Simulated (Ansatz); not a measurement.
`C[Si]C`. Total charge 0; spin multiplicity 1.

```xyz
9

C     0.307   -0.798    1.145
Si   -0.160    1.004    0.787
C    -0.317    0.860   -1.097
H    -0.642   -1.357    1.107
H     0.731   -0.952    2.139
H     0.961   -1.247    0.390
H    -0.753   -0.086   -1.435
H    -0.844    1.696   -1.559
H     0.717    0.879   -1.477
```

Q: What are the harmonic wavenumbers in cm⁻¹ at PBE0-D4/def2-TZVP (Ansatz, finite differences of forces, unscaled)? (Best estimate.)

A: The calculation gave: 114, 124, 254, 505, 562, 662, 668, 730, 857, 1235, 1243, 1412, 1417, 1441, 1448, 2998, 3000, 3080, 3086, 3139, 3139.

Q: Is this a minimum?

A: Yes, all 21 modes are real.

Q: Give the ideal-gas thermochemistry at 298.15 K and 1 bar (rigid rotor, harmonic oscillator; point group C2, symmetry number 2).

A: Zero-point energy 186.1 kJ/mol; H(298) − E = 203.3 kJ/mol; entropy 296.5 J/(mol·K), of which translation 159.5, rotation 93.5, vibration 43.4; G(298) − E = 114.9 kJ/mol.
